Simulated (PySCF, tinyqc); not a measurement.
CCD on RHF in the sto-3g basis, frozen core, for LiH, spin multiplicity 1, step by step. The lowest restricted solution is unstable here: a spin-polarised one lies 0.0237 hartree lower (PySCF). One step of it, computed by the program tinyqc.

Problem. Iteration 1: building the Fock matrix. J_ij = sum D_kl (ij|kl), K_ij = sum D_kl (ik|jl); F = H + J - 0.5 K; E = tr D H + tr D J / 2 - 0.25 tr D K + E_nn.

D at the start, lower triangle:
```
            1Li 1s     1Li 2s   1Li 2px   1Li 2py   1Li 2pz     2H 1s
1Li 1s    2.075492
1Li 2s   -0.223827   1.015382
1Li 2px   0.000000   0.000000  0.000000
1Li 2py   0.000000   0.000000  0.000000  0.000000
1Li 2pz   0.004884  -0.007498  0.000000  0.000000  0.002602
2H 1s    -0.022931   0.091960  0.000000  0.000000  0.048173  0.947525
```

core Hamiltonian H = T + V (hartree), lower triangle:
```
            1Li 1s     1Li 2s    1Li 2px    1Li 2py    1Li 2pz      2H 1s
1Li 1s   -4.621646
1Li 2s   -1.036558  -1.315518
1Li 2px   0.000000   0.000000  -1.070242
1Li 2py   0.000000   0.000000   0.000000  -1.070242
1Li 2pz  -0.006841  -0.075118   0.000000   0.000000  -1.124296
2H 1s    -0.040680  -0.296026   0.000000   0.000000  -0.424476  -1.113217
```

Two-electron integrals (ij|kl) in chemists' order, unique and non-zero (hartree):
```
(11|11) 1.680395   (21|11) 0.265420   (21|21) 0.049941   (22|11) 0.397727
(22|21) 0.092860   (22|22) 0.290562   (31|31) 0.008981   (32|31) 0.013788
(32|32) 0.064184   (33|11) 0.396640   (33|21) 0.092880   (33|22) 0.290497
(33|33) 0.312946   (41|41) 0.008981   (42|41) 0.013788   (42|42) 0.064184
(43|43) 0.016869   (44|11) 0.396640   (44|21) 0.092880   (44|22) 0.290497
(44|33) 0.279207   (44|44) 0.312946   (51|51) 0.008981   (52|51) 0.013788
(52|52) 0.064184   (53|53) 0.016869   (54|54) 0.016869   (55|11) 0.396640
(55|21) 0.092880   (55|22) 0.290497   (55|33) 0.279207   (55|44) 0.279207
(55|55) 0.312946   (61|11) 0.009357   (61|21) 0.001797   (61|22) 0.003493
(61|33) 0.003444   (61|44) 0.003444   (61|51) 0.000259   (61|52) 0.000513
(61|55) 0.003593   (61|61) 0.000074   (62|11) 0.055960   (62|21) 0.013386
(62|22) 0.049272   (62|33) 0.046313   (62|44) 0.046313   (62|51) 0.001970
(62|52) 0.015679   (62|55) 0.055140   (62|61) 0.000604   (62|62) 0.018804
(63|31) 0.000638   (63|32) 0.003837   (63|53) 0.001903   (63|63) 0.000820
(64|41) 0.000638   (64|42) 0.003837   (64|54) 0.001903   (64|64) 0.000820
(65|11) 0.080299   (65|21) 0.019283   (65|22) 0.072332   (65|33) 0.067444
(65|44) 0.067444   (65|51) 0.003026   (65|52) 0.024339   (65|55) 0.082038
(65|61) 0.000882   (65|62) 0.029190   (65|65) 0.045471   (66|11) 0.215539
(66|21) 0.051967   (66|22) 0.208647   (66|33) 0.192483   (66|44) 0.192483
(66|51) 0.006826   (66|52) 0.071572   (66|55) 0.240748   (66|61) 0.002327
(66|62) 0.107851   (66|65) 0.170675   (66|66) 0.774606
```

nuclear repulsion = 0.64665240 hartree

Give: Coulomb J; exchange K; Fock matrix F; total energy of this density.

Solution.

Coulomb J (hartree), lower triangle:
```
         1Li 1s  1Li 2s  1Li 2px  1Li 2py  1Li 2pz   2H 1s
1Li 1s   3.9955
1Li 2s   0.6765  1.2933
1Li 2px  0.0000  0.0000   1.2746
1Li 2py  0.0000  0.0000   0.0000   1.2746
1Li 2pz  0.0070  0.0722   0.0000   0.0000   1.3234
2H 1s    0.0246  0.2685   0.0000   0.0000   0.4028  1.4057
```

exchange K (hartree), lower triangle:
```
         1Li 1s  1Li 2s  1Li 2px  1Li 2py  1Li 2pz   2H 1s
1Li 1s   3.4196
1Li 2s   0.5459  0.3851
1Li 2px  0.0000  0.0000   0.0793
1Li 2py  0.0000  0.0000   0.0000   0.0793
1Li 2pz  0.0023  0.0370   0.0000   0.0000   0.1338
2H 1s    0.0228  0.1762   0.0000   0.0000   0.2001  0.7888
```

Fock matrix F (hartree), lower triangle:
```
          1Li 1s   1Li 2s  1Li 2px  1Li 2py  1Li 2pz    2H 1s
1Li 1s   -2.3359
1Li 2s   -0.6330  -0.2148
1Li 2px   0.0000   0.0000   0.1647
1Li 2py   0.0000   0.0000   0.0000   0.1647
1Li 2pz  -0.0010  -0.0214   0.0000   0.0000   0.1322
2H 1s    -0.0275  -0.1156   0.0000   0.0000  -0.1218  -0.1019
```

total energy of this density = -7.615629 hartree

This density is the starting one; it is not idempotent, so its energy is not variational and may lie below the converged one.
